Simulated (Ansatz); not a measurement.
**C2H5O+ (SMILES [CH2+]OC): functionals against CCSD(T) at one geometry**

The atoms stand at a structure displaced at random from a GFN2-xTB minimum. How far do the functionals agree with CCSD(T) there?

Program: Ansatz 0.2.0, Gaussian basis. Level of theory: single points in def2-TZVPP. These are calculated values, not measurements.

Cores are frozen in the correlated methods.

## Step 1: Starting geometry

SMILES `[CH2+]OC`, 8 atoms, charge 1, spin multiplicity 1.

Atoms are counted from 1 here; the program's logs count them from 0.

Bond lengths: C1–O2 1.210 Å, C1–H4 1.160 Å, C1–H5 1.070 Å, O2–C3 1.472 Å, C3–H6 1.122 Å, C3–H7 1.122 Å, C3–H8 1.139 Å. Angles: O2–C1–H4 109.0°, O2–C1–H5 130.2°, H4–C1–H5 120.5°, C1–O2–C3 120.1°, O2–C3–H6 101.0°, O2–C3–H7 104.1°, O2–C3–H8 110.3°, H6–C3–H7 113.7°, H6–C3–H8 113.6°, H7–C3–H8 113.0°.

Geometry (Å):

```xyz
8
charge 1, multiplicity 1
C    -0.8467    0.5772   -0.7584
O    -0.3310   -0.4642   -0.4198
C     0.7002   -0.4704    0.6304
H    -1.5735    0.3704   -1.6380
H    -0.6569    1.5791   -0.4340
H     0.2090   -1.1106    1.4094
H     1.5857   -0.9552    0.1412
H     0.9117    0.5919    0.9814
```

## Step 2: CCSD(T)/def2-TZVPP

Contents of run/in.yaml:

```yaml
crystal:
  periodic: [false, false, false]
  atoms:
    - {symbol: C, position_ang: [-0.846700, 0.577200, -0.758400]}
    - {symbol: O, position_ang: [-0.331000, -0.464200, -0.419800]}
    - {symbol: C, position_ang: [0.700200, -0.470400, 0.630400]}
    - {symbol: H, position_ang: [-1.573500, 0.370400, -1.638000]}
    - {symbol: H, position_ang: [-0.656900, 1.579100, -0.434000]}
    - {symbol: H, position_ang: [0.209000, -1.110600, 1.409400]}
    - {symbol: H, position_ang: [1.585700, -0.955200, 0.141200]}
    - {symbol: H, position_ang: [0.911700, 0.591900, 0.981400]}
basis:
  gaussian: {orbitals: def2-TZVPP}
total_charge: 1
correlation: {method: ccsd_t}
output: {forces: true}
```

No record of the launch command was kept for these runs.

## Step 3: PBE0-D4/def2-TZVPP

run/in.yaml, as its differences from that of step 2:

```diff
@@ -14,3 +14,3 @@
 total_charge: 1
-correlation: {method: ccsd_t}
-output: {forces: true}
+hamiltonian: {xc: pbe0, dispersion: d4}
+output: {forces: true, orbitals: {seedname: orbitals}}
```

## Step 4: wB97M-V/def2-TZVPP

run/in.yaml, as its differences from that of step 3:

```diff
@@ -14,3 +14,3 @@
 total_charge: 1
-hamiltonian: {xc: pbe0, dispersion: d4}
-output: {forces: true, orbitals: {seedname: orbitals}}
+hamiltonian: {xc: {name: wB97M-V}}
+output: {forces: true}
```

## Step 5: r2SCAN-D4/def2-TZVPP

run/in.yaml, as its differences from that of step 4:

```diff
@@ -14,3 +14,3 @@
 total_charge: 1
-hamiltonian: {xc: {name: wB97M-V}}
+hamiltonian: {xc: r2scan, dispersion: d4}
 output: {forces: true}
```

## Step 6: PBE-D4/def2-TZVPP

run/in.yaml, as its differences from that of step 5:

```diff
@@ -14,3 +14,3 @@
 total_charge: 1
-hamiltonian: {xc: r2scan, dispersion: d4}
+hamiltonian: {xc: pbe, dispersion: d4}
 output: {forces: true}
```

## Step 7: B97M-V/def2-TZVPP

run/in.yaml, as its differences from that of step 6:

```diff
@@ -14,3 +14,3 @@
 total_charge: 1
-hamiltonian: {xc: pbe, dispersion: d4}
+hamiltonian: {xc: {name: B97M-V}}
 output: {forces: true}
```

## Step 8: BHLYP-D4/def2-TZVPP

run/in.yaml, as its differences from that of step 7:

```diff
@@ -14,3 +14,3 @@
 total_charge: 1
-hamiltonian: {xc: {name: B97M-V}}
+hamiltonian: {xc: {name: BHLYP}, dispersion: d4}
 output: {forces: true}
```

(Steps that only read results are left out.)

Q: Predict the outcome of this session. Wanted: energy less free atoms, CCSD(T)/def2-TZVPP; RMS force component; RMS force error; HOMO and LUMO, PBE0-D4; T1 diagnostic.

**Answer**, as computed:

| quantity | value |
| --- | --- |
| energy less free atoms, CCSD(T)/def2-TZVPP | -22.268 eV |
| RMS force component | 1.245 to 1.346 eV/Å over the methods |
| RMS force error | PBE0-D4 0.261, wB97M-V 0.192, r2SCAN-D4 0.135, PBE-D4 0.170, B97M-V 0.236, BHLYP-D4 0.459 eV/Å |
| HOMO and LUMO, PBE0-D4 | -16.91 and -8.88 eV |
| T1 diagnostic | 0.017 |

**Reading.** Against CCSD(T) the functionals' energies less atoms differ by -1.448 to +0.274 eV, PBE-D4 by -1.448 eV. CCSD(T) in triple zeta still lacks some correlation energy of the bonds, so part of these gaps is its own basis error and they don't rank the functionals. For forces r2SCAN-D4 does best and BHLYP-D4 worst. Frozen-core CCSD(T) forces in triple zeta carry basis errors of their own, and this is one geometry, so small gaps rank nothing.
